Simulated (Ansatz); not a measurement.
**Si2N+ (quintet): wave-function methods side by side, cc-pVTZ**

An exercise on one series of results from a longer session: the logs are not shown, and one member is left open.

The runs use Ansatz 0.2.0, Gaussian basis; cc-pVTZ, core rule «outside noble gas», up to 11 orbitals frozen.

The runs, in order: UHF; CCSD(T) on ROHF; CCSD(T) on UHF; BCCD(T) on ROHF; CCSDT(Q) on ROHF; CCSDT(Q) on UHF; CASSCF and NEVPT2, 12 electrons in 12 orbitals.

3 further runs of the same task are left out: 3 set aside as unsound or not needed.

### The geometry

The geometry is a PBE0/def2-TZVP stationary point (not a proven minimum) of the parent state, kept for this charge and spin.

3 atoms, charge 1, spin multiplicity 5.

Atoms are counted from 1 here; the program's logs count them from 0.

Bond lengths: Si1–N2 1.661 Å, N2–Si3 1.597 Å. Angles: Si1–N2–Si3 180.0°.

Set-up of the first run:

Contents of in.yaml:

```yaml
crystal:
  periodic: [false, false, false]
  atoms:
    - {symbol: Si, position_ang: [0.000000, 0.000000, 1.639800]}
    - {symbol: N, position_ang: [0.000000, 0.000000, -0.021300]}
    - {symbol: Si, position_ang: [0.000000, 0.000000, -1.618500]}
basis:
  gaussian: {orbitals: cc-pVTZ}
total_charge: 1
magnetization: {spin_polarized: true, initial_magnetization: 4}
hamiltonian: {xc: hf}
output: {orbitals: {seedname: orbitals}}
```

Run with:

```console
$ ansatz run in.yaml --threads 1 --pin off --events-out ev --progress --plain --max-ram 4096MiB --backend cpu
```

Steps of the session up to this table: UHF; CCSD(T) on ROHF; CCSD(T) on UHF; BCCD(T) on ROHF; CCSDT(Q) on ROHF; CCSDT(Q) on UHF; CASSCF and NEVPT2, 12 electrons in 12 orbitals.

One of the session's tables, all rows but one given; the rest of the session is left out.

```
        method  from RCCSDT(Q) (kcal/mol)
          RMP2                     +22.05
          UMP2                     +37.98
         RCCSD                     +16.82
         UCCSD                     +15.83
      RCCSD(T)                      +1.76
      UCCSD(T)                      +2.86
       BCCD(T)                      +2.19
        RCCSDT                      +1.50
        UCCSDT                      +1.24
     RCCSDT(Q)                          0
     UCCSDT(Q)                          ?
CASSCF valence                    +139.22
NEVPT2 valence                     +32.62
```

**Question.** Estimate the row for UCCSDT(Q).

As computed: from RCCSDT(Q) (kcal/mol): -0.37. In the column «from RCCSDT(Q) (kcal/mol)» it is the lowest.

Among the levels timed on like hardware and quicker than the yardstick, those that no quicker one beats, quickest first: UCCSD(T) (27 s, +2.86 kcal/mol); BCCD(T) (30 s, +2.19 kcal/mol); UCCSDT(Q) (43 s, -0.37 kcal/mol).

Left out of the table: ROHF, UHF (another determinant or state than the rows shown).

Limits of these values: The determinant is far from a pure spin state, so its energy mixes those of several spin states (harmless only where they are near-degenerate, as at dissociation). Warnings: coupled cluster took another determinant than the lowest; large T1 diagnostic. Restricted and unrestricted rows rest on different reference determinants; where their highest levels disagree by more than a few hundredths of an eV, they describe different states and don't form one ladder.
